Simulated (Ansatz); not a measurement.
**SiNH2+ (quintet): from Hartree-Fock to the top rungs, cc-pVDZ**

An exercise on one series of results from a longer session: the logs are not shown, and one member is left open.

The runs use Ansatz 0.2.0, Gaussian basis; cc-pVDZ, core rule «outside noble gas», up to 6 orbitals frozen.

The runs, in order: UHF; CCSD(T) on ROHF; CCSD(T) on UHF; BCCD(T) on ROHF; CISD as a restricted active space (open shells left free, so some higher excitations enter); CCSDT(Q) on ROHF; CCSDT(Q) on UHF; CASSCF and MRCISD+Q, 10 electrons in 10 orbitals; CASSCF and NEVPT2, 10 electrons in 10 orbitals.

20 further runs of the same task are left out: 2 for a known fault of the program, 6 that didn't finish, 12 set aside as unsound or not needed. Runs told in other sessions of the task aren't counted.

### The system

The geometry is a PBE0/def2-TZVP stationary point (not a proven minimum) of the parent state, kept for this charge and spin.

4 atoms, charge 1, spin multiplicity 5.

Atoms are counted from 1 here; the program's logs count them from 0.

Bond lengths: Si1–N2 1.726 Å, N2–H3 1.004 Å, N2–H4 1.004 Å. Angles: Si1–N2–H3 121.8°, Si1–N2–H4 121.8°, H3–N2–H4 116.4°.

Set-up of the first run:

in.yaml

```yaml
crystal:
  periodic: [false, false, false]
  atoms:
    - {symbol: Si, position_ang: [0.000000, 0.000000, 0.651167]}
    - {symbol: N, position_ang: [0.000000, 0.000000, -1.074836]}
    - {symbol: H, position_ang: [0.000000, -0.852806, -1.603987]}
    - {symbol: H, position_ang: [0.000000, 0.852806, -1.603987]}
basis:
  gaussian: {orbitals: cc-pVDZ}
total_charge: 1
magnetization: {spin_polarized: true, initial_magnetization: 4}
hamiltonian: {xc: hf}
output: {orbitals: {seedname: orbitals}}
```

Run with:

```
$ ansatz run in.yaml --threads 1 --pin off --events-out ev --progress --plain --max-ram 2393MiB
```

Steps of the session up to this table: UHF; CCSD(T) on ROHF; CCSD(T) on UHF; BCCD(T) on ROHF; CISD as a restricted active space (open shells left free, so some higher excitations enter); CCSDT(Q) on ROHF; CCSDT(Q) on UHF; CASSCF and MRCISD+Q, 10 electrons in 10 orbitals; CASSCF and NEVPT2, 10 electrons in 10 orbitals.

One of the session's tables, all rows but one given; the rest of the session is left out.

```
          method  from UCCSDT(Q) (meV)
            ROHF               +5275.2
             UHF               +5144.0
            RMP2                +780.2
            UMP2                +784.4
            CISD                     ?
           RCCSD                +119.1
           UCCSD                +116.5
        RCCSD(T)                 +22.0
        UCCSD(T)                 +21.0
         BCCD(T)                 +22.3
          RCCSDT                  +7.5
          UCCSDT                  +6.3
       RCCSDT(Q)                  +1.3
       UCCSDT(Q)                     0
  CASSCF valence               +3364.9
  NEVPT2 valence                +788.9
  MRCISD valence                +161.3
MRCISD+Q valence                 +14.9
```

**Question.** Estimate the row for CISD.

**Answer.** from UCCSDT(Q) (meV): +336.4. In the column «from UCCSDT(Q) (meV)» it lies between MRCISD valence (+161.3) and RMP2 (+780.2).

To keep in mind: Restricted and unrestricted rows rest on different reference determinants; a gap between their highest levels can come from leftover correlation error, from unlike frozen cores or from another state.
